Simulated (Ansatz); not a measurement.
Cost and result for the atomization energy of C₆H₁₂, SMILES `C=CC(C)CC` (18 atoms, 17 bonds).

```xyz
18

C    -1.155   -0.624   -1.948
C    -0.072   -0.546   -1.188
C    -0.057   -0.486    0.306
C     0.689   -1.689    0.875
C     0.570    0.820    0.801
C    -0.209    2.063    0.408
H    -2.150   -0.645   -1.513
H    -1.090   -0.671   -3.029
H     0.909   -0.526   -1.665
H    -1.097   -0.520    0.658
H     1.729   -1.695    0.536
H     0.229   -2.627    0.558
H     0.696   -1.661    1.968
H     1.595    0.885    0.417
H     0.658    0.768    1.892
H     0.272    2.967    0.788
H    -0.291    2.154   -0.677
H    -1.225    2.031    0.811
```

Charge 0, multiplicity 1. All single points use the PBE0-D4/def2-TZVP geometry. It is one conformer, not always the lowest. Program: Ansatz. All runs use 2 threads of an AMD EPYC 7R13 on a shared host and a share of an NVIDIA H100 80 GB. Times are those of one run each, without the atoms' runs, and a repeat can differ threefold. Electronic energies, without spin–orbit coupling; frozen cores. CCSD(T)/CBS adds CCSD(T) − MP2 in def2-TZVPP to the MP2 limit, and its time is that of the two runs behind it. T1 = 0.009. B3LYP takes the VWN-RPA correlation (the form of Gaussian; ORCA's B3LYP/G).

CCSD(T)/CBS is a level of theory with its own doubt, some kJ/mol a heavy atom from the limit and from the frozen cores, so smaller differences don't rank the functionals.

| level | functions | wall time |
| --- | --- | --- |
| PBE-D4/def2-TZVPP (with forces) | 354 | 7 s |
| B2PLYP/def2-TZVPP | 354 | 9.5 s |
| r2SCAN-D4/def2-TZVPP (with forces) | 354 | 10 s |
| PBE0-D4/def2-TZVPP | 354 | 10 s |
| ωB97X-V/def2-TZVPP | 354 | 10 s |
| B3LYP-D4/def2-TZVPP (with forces) | 354 | 13 s |
| ωB97M-V/def2-TZVPP (with forces) | 354 | 13 s |
| CCSD(T)/def2-TZVPP | 354 | 16 s |
| MP2/def2-QZVPP | 702 | 20 s |
| CCSD(T)/CBS(def2) | – | 36 s |

Task: What atomization energy does each give, and how far from CCSD(T)/CBS? (Estimate.)

Result: Computed: 
| level | atomization (kJ/mol) | difference from CCSD(T)/CBS | per bond |
| --- | --- | --- | --- |
| PBE-D4/def2-TZVPP (with forces) | 7437.4 | 139.7 | 8.2 |
| B2PLYP/def2-TZVPP | 7237.1 | -60.6 | -3.6 |
| r2SCAN-D4/def2-TZVPP (with forces) | 7315.1 | 17.4 | 1.0 |
| PBE0-D4/def2-TZVPP | 7355.9 | 58.2 | 3.4 |
| ωB97X-V/def2-TZVPP | 7302.3 | 4.6 | 0.3 |
| B3LYP-D4/def2-TZVPP (with forces) | 7310.8 | 13.1 | 0.8 |
| ωB97M-V/def2-TZVPP (with forces) | 7317.4 | 19.7 | 1.2 |
| CCSD(T)/def2-TZVPP | 7150.1 | -147.6 | -8.7 |
| MP2/def2-QZVPP | 7305.6 | 7.9 | 0.5 |
| CCSD(T)/CBS(def2) | 7297.7 | 0.0 | 0.0 |

In def2-TZVPP, CCSD(T) changes the Hartree–Fock value by +1605.1 kJ/mol (the triples alone add +87.5 kJ/mol) and MP2 by +1674.1 kJ/mol; breaking electron pairs costs correlation energy, which Hartree–Fock lacks. The D4 term adds +56.3 kJ/mol with B3LYP and +30.3 kJ/mol with PBE0; it sums over pairs of atoms, weighted by their polarisabilities, and B3LYP, whose exchange is more repulsive, gets the larger term. From PBE to PBE0 (25 % exact exchange), in def2-TZVPP and without D4, the atomization energy moves by −75.9 kJ/mol: exact exchange takes away binding that semilocal exchange gives to molecules.
